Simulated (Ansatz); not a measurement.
# C2H3Al (SMILES C#[C][AlH2]), step by step

We compute a series of 26 runs (HF/STO-3G, UHF/STO-3G, HF/3-21G, UHF/3-21G, HF/6-31G*, UHF/6-31G*, B3LYP/6-31G*, UB3LYP/6-31G*, and more) of C2H3Al. 

The calculation is run with Ansatz 0.2.0.

## 1. Starting point

The species is C2H3Al (6 atoms), meant as a singlet with charge 0. As SMILES, `C#[C][AlH2]`. Geometry: relaxed at PBE0-D4/def2-TZVP. The run starts from this shape.

Bond lengths: C1–C2 1.211 Å, C2–Al3 1.906 Å, C1–H4 1.067 Å, Al3–H5 1.580 Å, Al3–H6 1.580 Å. Angles: C1–C2–Al3 179.9°, C2–C1–H4 180.0°, C2–Al3–H5 118.8°, C2–Al3–H6 118.8°, H5–Al3–H6 122.4°.

## 2. A geometry optimisation at HF/STO-3G (run 1)

File input.yaml:

```yaml
crystal:
  periodic: [false, false, false]
  atoms:
    - {symbol: C, position_ang: [-0.792800, -1.637600, -0.298100]}
    - {symbol: C, position_ang: [-0.266100, -0.564200, -0.106200]}
    - {symbol: Al, position_ang: [0.564800, 1.124200, 0.195000]}
    - {symbol: H, position_ang: [-1.257000, -2.583100, -0.467400]}
    - {symbol: H, position_ang: [1.356700, 1.804700, -0.990500]}
    - {symbol: H, position_ang: [0.436600, 1.792000, 1.621000]}
basis:
  gaussian:
    orbitals: STO-3G
hamiltonian:
  xc: hf
relax:
  f_tol: 0.002
output:
  orbitals: {seedname: orbitals}
```

On the command line:

```bash
$ ansatz run input.yaml --threads 1 --pin off --max-ram 3480MiB --events-out events.jsonl --progress --plain --runs-dir runs
```

Output, cut to the lines that bear on the results:

```text
Warning: RAYON_NUM_THREADS=1 ignored (pool sized by the plan → 1); use --threads N
[...]
Functional definition: HF
  name "HF"
[...]
292 factors; integrals over basis functions are off by at most 8.9e-6 eV
[...]
mean field -8584.66726108 eV, -315.4807029483 hartree, gradient 2.7e-5 eV, S^2 0.000000; 0 other end points of the search recorded, 0 dependent functions left out
[...]
reference -8584.66726108 eV, -315.4807029483 hartree; 14, 14 occupied and 8, 8 virtual orbitals, 292 factors
relax step   1: F+E_penalty+E_count = -8584.66726108 eV  Δ(F+E_penalty+E_count) = +0.000e0 eV  max|allowed force component| = 4.177e0 eV/Å  Δτ_max = 0.0000 Å  (28 SCF iters, accepted)
[...]
relax step   4: F+E_penalty+E_count = -8585.04413551 eV  Δ(F+E_penalty+E_count) = -4.944e-4 eV  max|allowed force component| = 1.673e-2 eV/Å  Δτ_max = 0.0028 Å  (24 SCF iters, accepted)
[...]
relax step   5: F+E_penalty+E_count = -8585.04414130 eV  Δ(F+E_penalty+E_count) = -5.788e-6 eV  max|allowed force component| = 1.115e-3 eV/Å  Δτ_max = 0.0005 Å  (25 SCF iters, accepted)
292 factors; integrals over basis functions are off by at most 9.6e-6 eV
[...]
mean field -8585.04414130 eV, -315.4945530407 hartree, gradient 2.8e-5 eV, S^2 0.000000; 1 other end points of the search recorded, 0 dependent functions left out
[...]
reference -8585.04414130 eV, -315.4945530407 hartree; 14, 14 occupied and 8, 8 virtual orbitals, 292 factors
Total energy: -8585.04414130 eV, -315.4945530407 hartree
Atom 0 at    -0.766070    -1.583222    -0.288444 Å, force    -0.000295    -0.000185     0.000032 eV/Å
Atom 1 at    -0.253408    -0.540286    -0.102249 Å, force    -0.000115    -0.000656    -0.000107 eV/Å
Atom 2 at     0.559177     1.112464     0.192810 Å, force    -0.000008     0.000025    -0.000045 eV/Å
Atom 3 at    -1.229979    -2.526918    -0.456908 Å, force     0.000594     0.001115     0.000165 eV/Å
Atom 4 at     1.296257     1.743315    -0.915580 Å, force     0.000003    -0.000124    -0.000244 eV/Å
Atom 5 at     0.436223     1.730646     1.524171 Å, force    -0.000180    -0.000175     0.000200 eV/Å
Dipole moment:     0.069818     0.142014     0.025362 e Å
```

Run time: 1.3 s. Hardware: 1 thread of Intel Xeon Platinum 8488C (Sapphire Rapids), shared host; peak memory 0.11 GiB.

Step by step:

| step | energy from the first frame kept (eV) | largest force (eV/Å) |
| --- | --- | --- |
| 1 | 0.0000 | 4.7111 |
| 2 | -0.3200 | 2.0998 |
| 3 | -0.3764 | 0.1799 |
| 4 | -0.3769 | 0.0196 |
| 5 | -0.3769 | 0.0013 |

After the run. Bond lengths: C1–C2 1.177 Å, C2–Al3 1.865 Å, C1–H4 1.065 Å, Al3–H5 1.473 Å, Al3–H6 1.473 Å. Angles: C1–C2–Al3 180.0°, C2–C1–H4 180.0°, C2–Al3–H5 118.6°, C2–Al3–H6 118.6°, H5–Al3–H6 122.8°.

## 3. The harmonic vibrations at HF/STO-3G (run 2)

File run.yaml:

```yaml
crystal:
  periodic: [false, false, false]
  atoms:
    - {symbol: C, position_ang: [-0.766070, -1.583222, -0.288444]}
    - {symbol: C, position_ang: [-0.253408, -0.540286, -0.102249]}
    - {symbol: Al, position_ang: [0.559177, 1.112464, 0.192810]}
    - {symbol: H, position_ang: [-1.229979, -2.526918, -0.456908]}
    - {symbol: H, position_ang: [1.296257, 1.743315, -0.915580]}
    - {symbol: H, position_ang: [0.436223, 1.730646, 1.524171]}
basis:
  gaussian:
    orbitals: STO-3G
magnetization:
  spin_polarized: false
  initial_magnetization: 0
hamiltonian:
  xc: hf
phonons:
  temperatures: {t_min: 298.15, t_max: 298.15, t_step: 1}
```

On the command line:

```bash
$ ansatz run run.yaml --threads 1 --pin off --max-ram 3480MiB --events-out events.jsonl --progress --plain --runs-dir runs
```

Output, cut to the lines that bear on the results:

```text
Warning: RAYON_NUM_THREADS=1 ignored (pool sized by the plan → 1); use --threads N
[... 2 set-up lines as earlier in the session ...]
[...]
292 factors; integrals over basis functions are off by at most 9.6e-6 eV
[...]
mean field -8585.04413884 eV, -315.4945529505 hartree, gradient 1.9e-5 eV, S^2 0.000000; 0 other end points of the search recorded, 0 dependent functions left out
[...]
reference -8585.04413884 eV, -315.4945529505 hartree; 14, 14 occupied and 8, 8 virtual orbitals, 292 factors
[...]
292 factors; integrals over basis functions are off by at most 9.6e-6 eV
[...]
mean field -8585.04399098 eV, -315.4945475165 hartree, gradient 1.9e-6 eV, S^2 0.000000; 0 other end points of the search recorded, 0 dependent functions left out
[...]
reference -8585.04399098 eV, -315.4945475165 hartree; 14, 14 occupied and 8, 8 virtual orbitals, 292 factors
[...]
292 factors; integrals over basis functions are off by at most 9.6e-6 eV
[...]
mean field -8585.04406924 eV, -315.4945503926 hartree, gradient 2.0e-6 eV, S^2 0.000000; 0 other end points of the search recorded, 0 dependent functions left out
[...]
reference -8585.04406924 eV, -315.4945503926 hartree; 14, 14 occupied and 8, 8 virtual orbitals, 292 factors
Total energy: -8585.04413884 eV, -315.4945529505 hartree
Atom 0 at    -0.766070    -1.583222    -0.288444 Å, force    -0.000309    -0.000211     0.000023 eV/Å
Atom 1 at    -0.253408    -0.540286    -0.102249 Å, force    -0.000094    -0.000615    -0.000097 eV/Å
Atom 2 at     0.559177     1.112464     0.192810 Å, force    -0.000014     0.000018    -0.000044 eV/Å
Atom 3 at    -1.229979    -2.526918    -0.456908 Å, force     0.000592     0.001110     0.000165 eV/Å
Atom 4 at     1.296257     1.743315    -0.915580 Å, force     0.000005    -0.000124    -0.000248 eV/Å
Atom 5 at     0.436223     1.730646     1.524171 Å, force    -0.000180    -0.000177     0.000200 eV/Å
Dipole moment:     0.069818     0.142014     0.025362 e Å
Vibrations: 283.98 285.01 710.08 721.96 787.12 960.37 990.63 1034.73 2575.21 2705.81 2749.12 3928.69 cm⁻¹, zero-point energy 1.099288 eV
```

Run time: 5.7 s. Hardware: 1 thread of Intel Xeon Platinum 8488C (Sapphire Rapids), shared host.

Runs 3 to 8 aren't shown in full; the table further down has their settings and results.

## 4. A structure relaxation at HF/6-31G(d) (Cartesian functions) (run 9)

File molecule.yaml:

```yaml
crystal:
  periodic: [false, false, false]
  atoms:
    - {symbol: C, position_ang: [-0.792800, -1.637600, -0.298100]}
    - {symbol: C, position_ang: [-0.266100, -0.564200, -0.106200]}
    - {symbol: Al, position_ang: [0.564800, 1.124200, 0.195000]}
    - {symbol: H, position_ang: [-1.257000, -2.583100, -0.467400]}
    - {symbol: H, position_ang: [1.356700, 1.804700, -0.990500]}
    - {symbol: H, position_ang: [0.436600, 1.792000, 1.621000]}
basis:
  gaussian: {orbitals: "6-31G*"}
hamiltonian: {xc: hf}
relax: {f_tol: 0.002}
output: {orbitals: {seedname: orbitals}}
```

On the command line:

```bash
$ ansatz run molecule.yaml --threads 1 --pin off --max-ram 3480MiB --events-out events.jsonl --progress --plain --runs-dir runs
```

Output, cut to the lines that bear on the results:

```text
Warning: RAYON_NUM_THREADS=1 ignored (pool sized by the plan → 1); use --threads N
[...]
[... 2 set-up lines as earlier in the session ...]
[...]
597 factors; integrals over basis functions are off by at most 5.3e-4 eV
[...]
mean field -8689.08511003 eV, -319.3179881203 hartree, gradient 8.5e-5 eV, S^2 0.000000; 0 other end points of the search recorded, 0 dependent functions left out
[...]
reference -8689.08511003 eV, -319.3179881203 hartree; 14, 14 occupied and 41, 41 virtual orbitals, 597 factors
relax step   1: F+E_penalty+E_count = -8689.08511003 eV  Δ(F+E_penalty+E_count) = +0.000e0 eV  max|allowed force component| = 1.376e0 eV/Å  Δτ_max = 0.0000 Å  (25 SCF iters, accepted)
[...]
relax step   3: F+E_penalty+E_count = -8689.09584896 eV  Δ(F+E_penalty+E_count) = -3.299e-4 eV  max|allowed force component| = 1.728e-2 eV/Å  Δτ_max = 0.0029 Å  (27 SCF iters, accepted)
[...]
597 factors; integrals over basis functions are off by at most 5.3e-4 eV
[...]
mean field -8689.09585747 eV, -319.3183830815 hartree, gradient 2.2e-5 eV, S^2 0.000000; 1 other end points of the search recorded, 0 dependent functions left out
[...]
reference -8689.09585747 eV, -319.3183830815 hartree; 14, 14 occupied and 41, 41 virtual orbitals, 597 factors
Total energy: -8689.09585747 eV, -319.3183830815 hartree
Atom 0 at    -0.793387    -1.638796    -0.298341 Å, force    -0.000134     0.001675    -0.000025 eV/Å
Atom 1 at    -0.271483    -0.575894    -0.108447 Å, force     0.000551    -0.001295    -0.000289 eV/Å
Atom 2 at     0.564110     1.122671     0.194692 Å, force     0.000020     0.000732     0.000197 eV/Å
Atom 3 at    -1.254254    -2.576992    -0.466074 Å, force    -0.000058    -0.000423     0.000228 eV/Å
Atom 4 at     1.357114     1.809033    -0.985072 Å, force    -0.000203    -0.000299     0.000055 eV/Å
Atom 5 at     0.440100     1.795978     1.617041 Å, force    -0.000177    -0.000390    -0.000166 eV/Å
Dipole moment:    -0.055262    -0.112664    -0.020165 e Å
```

It took 2.9 s on 1 thread of Intel Xeon Platinum 8488C (Sapphire Rapids), shared host; peak memory 0.12 GiB.

The path in brief:

| step | energy from the first frame kept (eV) | largest force (eV/Å) |
| --- | --- | --- |
| 1 | 0.0000 | 1.5513 |
| 2 | -0.0104 | 0.2298 |
| 3 | -0.0107 | 0.0194 |
| 4 | -0.0107 | 0.0017 |

After the run. Bond lengths: C1–C2 1.199 Å, C2–Al3 1.917 Å, C1–H4 1.059 Å, Al3–H5 1.579 Å, Al3–H6 1.579 Å. Angles: C1–C2–Al3 180.0°, C2–C1–H4 180.0°, C2–Al3–H5 119.1°, C2–Al3–H6 119.1°, H5–Al3–H6 121.8°.

Runs 10 to 25 aren't shown in full; the table further down has their settings and results.

## 5. The harmonic vibrations at B3LYP-D4/def2-TZVP (run 26)

File job.yaml:

```yaml
crystal:
  periodic: [false, false, false]
  atoms:
    - {symbol: C, position_ang: [-0.792800, -1.637568, -0.298129]}
    - {symbol: C, position_ang: [-0.265511, -0.564479, -0.106485]}
    - {symbol: Al, position_ang: [0.565045, 1.124440, 0.194974]}
    - {symbol: H, position_ang: [-1.256438, -2.581000, -0.466662]}
    - {symbol: H, position_ang: [1.354219, 1.803957, -0.985121]}
    - {symbol: H, position_ang: [0.437684, 1.790650, 1.615222]}
basis:
  gaussian:
    orbitals: def2-TZVP
hamiltonian:
  xc: {name: B3LYP}
  dispersion: d4
phonons:
  temperatures: {t_min: 298.15, t_max: 298.15, t_step: 1}
```

On the command line:

```bash
$ ansatz run job.yaml --threads 1 --pin off --max-ram 3480MiB --events-out events.jsonl --progress --plain --runs-dir runs
```

Output, cut to the lines that bear on the results:

```text
Warning: RAYON_NUM_THREADS=1 ignored (pool sized by the plan → 1); use --threads N
Functional definition: B3LYP
  name "B3LYP"
[...]
751 factors; their error is unknown
[...]
mean field -8719.45053457 eV, -320.4338968896 hartree, gradient 6.2e-6 eV, S^2 0.000000; 0 other end points of the search recorded, 0 dependent functions left out
[...]
reference -8719.45079063 eV, -320.4339062998 hartree; 14, 14 occupied and 103, 103 virtual orbitals, 751 factors
[...]
751 factors; their error is unknown
[...]
mean field -8719.45042170 eV, -320.4338927418 hartree, gradient 2.3e-6 eV, S^2 0.000000; 0 other end points of the search recorded, 0 dependent functions left out
[...]
reference -8719.45067777 eV, -320.4339021521 hartree; 14, 14 occupied and 103, 103 virtual orbitals, 751 factors
[...]
751 factors; their error is unknown
[...]
mean field -8719.45048738 eV, -320.4338951553 hartree, gradient 2.3e-6 eV, S^2 0.000000; 0 other end points of the search recorded, 0 dependent functions left out
[...]
reference -8719.45074343 eV, -320.4339045650 hartree; 14, 14 occupied and 103, 103 virtual orbitals, 751 factors
Total energy: -8719.58928418 eV, -320.4389958437 hartree
Atom 0 at    -0.792800    -1.637568    -0.298129 Å, force    -0.000024     0.000472     0.000003 eV/Å
Atom 1 at    -0.265511    -0.564479    -0.106485 Å, force     0.000448     0.000135    -0.000009 eV/Å
Atom 2 at     0.565045     1.124440     0.194974 Å, force    -0.000397    -0.000504    -0.000093 eV/Å
Atom 3 at    -1.256438    -2.581000    -0.466662 Å, force    -0.000012    -0.000053     0.000082 eV/Å
Atom 4 at     1.354219     1.803957    -0.985121 Å, force    -0.000005    -0.000009     0.000026 eV/Å
Atom 5 at     0.437684     1.790650     1.615222 Å, force    -0.000011    -0.000042    -0.000009 eV/Å
Dipole moment:    -0.049773    -0.101360    -0.018115 e Å
Vibrations: 191.53 199.02 556.19 581.12 619.63 705.29 747.10 794.58 1956.69 1962.83 2108.85 3446.52 cm⁻¹, zero-point energy 0.859790 eV
```

Wall time 50 s (1 thread of Intel Xeon Platinum 8488C (Sapphire Rapids), shared host); peak memory 0.19 GiB.

## 6. Overview of the runs

| run | level | task | walk f tol | partner | energy (Eh) | dipole moment (D) | wall time |
| --- | --- | --- | --- | --- | --- | --- | --- |
| 1 | HF/STO-3G | optimise | 0.002 | base | -315.494553 | 0.77 | 1.3 s |
| 2 | HF/STO-3G | frequencies | – | base | -315.494553 | 0.77 | 5.7 s |
| 3 | UHF/STO-3G | energy | – | cation | -315.219128 | – | 0.24 s |
| 4 | UHF/STO-3G | optimise | – | cation | -315.246089 | – | 1.6 s |
| 5 | HF/3-21G | optimise | 0.002 | base | -317.576447 | 0.51 | 1.4 s |
| 6 | HF/3-21G | frequencies | – | base | -317.576449 | 0.51 | 7.5 s |
| 7 | UHF/3-21G | energy | – | cation | -317.228435 | – | 0.52 s |
| 8 | UHF/3-21G | optimise | – | cation | -317.244095 | – | 3 s |
| 9 | HF/6-31G* (Cartesian functions) | optimise | 0.002 | base | -319.318383 | 0.61 | 2.9 s |
| 10 | HF/6-31G* (Cartesian functions) | frequencies | – | base | -319.318383 | 0.61 | 17 s |
| 11 | UHF/6-31G* (Cartesian functions) | energy | – | cation | -318.981756 | – | 1.1 s |
| 12 | UHF/6-31G* (Cartesian functions) | optimise | – | cation | -318.995985 | – | 5.7 s |
| 13 | B3LYP/6-31G* (Cartesian functions) | optimise | 0.002 | base | -320.373320 | 0.75 | 5.4 s |
| 14 | B3LYP/6-31G* (Cartesian functions) | frequencies | – | base | -320.373320 | 0.75 | 31 s |
| 15 | UB3LYP/6-31G* (Cartesian functions) | energy | – | cation | -320.006383 | – | 2 s |
| 16 | UB3LYP/6-31G* (Cartesian functions) | optimise | – | cation | -320.008855 | – | 17 s |
| 17 | PBE/def2-SVP | optimise | 0.002 | base | -319.980156 | 0.68 | 6 s |
| 18 | PBE/def2-SVP | frequencies | – | base | -319.980156 | 0.68 | 25 s |
| 19 | UPBE/def2-SVP | energy | – | cation | -319.619769 | – | 7.2 s |
| 20 | UPBE/def2-SVP | optimise | – | cation | -319.621056 | – | 19 s |
| 21 | MP2/6-31G* (Cartesian functions) | optimise | 0.002 | base | -319.614093 | 0.68 | 8.1 s |
| 22 | MP2/6-31G* (Cartesian functions) | frequencies | – | base | -319.614093 | 0.68 | 28 s |
| 23 | UMP2/6-31G* (Cartesian functions) | energy | – | cation | -319.230082 | – | 1.6 s |
| 24 | UMP2/6-31G* (Cartesian functions) | optimise | – | cation | -319.240724 | – | 14 s |
| 25 | B3LYP-D4/def2-TZVP | optimise | 0.002 | base | -320.438996 | 0.55 | 15 s |
| 26 | B3LYP-D4/def2-TZVP | frequencies | – | base | -320.438996 | 0.55 | 50 s |

## 7. Outcome

| quantity | value |
| --- | --- |
| run 26, B3LYP-D4/def2-TZVP: total energy | -320.43900 Eh |
| run 26, B3LYP-D4/def2-TZVP: dipole moment | 0.55 D |
| run 26, B3LYP-D4/def2-TZVP: dispersion energy | -13.36 kJ/mol |
| run 26, B3LYP-D4/def2-TZVP: largest force on an atom | 0.001 eV/Å |
| run 26, B3LYP-D4/def2-TZVP: lowest harmonic wavenumber | 192 cm⁻¹ |
| run 26, B3LYP-D4/def2-TZVP: highest harmonic wavenumber | 3447 cm⁻¹ |
| run 26, B3LYP-D4/def2-TZVP: zero-point energy | 83.0 kJ/mol |
| vertical ionisation energy (to the doublet cation), HF/STO-3G | 7.495 eV |
| vertical ionisation energy (to the doublet cation), HF/3-21G | 9.470 eV |
| vertical ionisation energy (to the doublet cation), B3LYP/6-31G* | 9.985 eV |
| vertical ionisation energy (to the doublet cation), MP2/6-31G* | 10.449 eV |
| adiabatic ionisation energy (to the doublet cation, no zero-point term), HF/3-21G | 9.044 eV |
| adiabatic ionisation energy (to the doublet cation, no zero-point term), HF/6-31G* | 8.773 eV |
| adiabatic ionisation energy (to the doublet cation, no zero-point term), B3LYP/6-31G* | 9.918 eV |
| adiabatic ionisation energy (to the doublet cation, no zero-point term), PBE/def2-SVP | 9.772 eV |

In words: At HF/STO-3G: the vertical ionisation energy comes to 7.49 eV (723 kJ/mol). In a minimal basis such a difference can be off by several eV, whatever the method. At HF/3-21G: the vertical ionisation energy comes to 9.47 eV (218 kcal/mol). At B3LYP/6-31G*: the vertical ionisation energy comes to 9.98 eV (230 kcal/mol). At MP2/6-31G*: the vertical ionisation energy comes to 10.45 eV (1008 kJ/mol). At HF/3-21G: the adiabatic ionisation energy (to the doublet cation, no zero-point term) is 9.04 eV (873 kJ/mol). Totals of different functionals can't be ranked against each other. In runs 1, 2, 3, 4 the basis is minimal, so the values are rough. Spin contamination of the reference: run 4 ⟨S²⟩ = 0.90. All runs together took 4.6 min, the longest 50 s.
